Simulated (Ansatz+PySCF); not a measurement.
A calculation with PySCF 2.14.0.

```python
from pyscf import gto, scf, mp

mol = gto.M(atom="""
C 0.000000 0.000000 -0.973470
C 0.000000 0.000000 0.973470
""", basis='6-31g', charge=0, spin=0)
mf = scf.RHF(mol)
mf.kernel()
pt = mp.MP2(mf, frozen=2).run()
print(mf.e_tot, pt.e_corr, pt.e_tot)
```

The script is written out from the run's settings.

Output:

- Converged: yes
- Reference energy: -75.26101 hartree
- Correlation energy: -0.19639 hartree
- Total energy: -75.45740 hartree

Caution: large amplitudes, a single reference is doubtful; an unrestricted determinant lies well below.
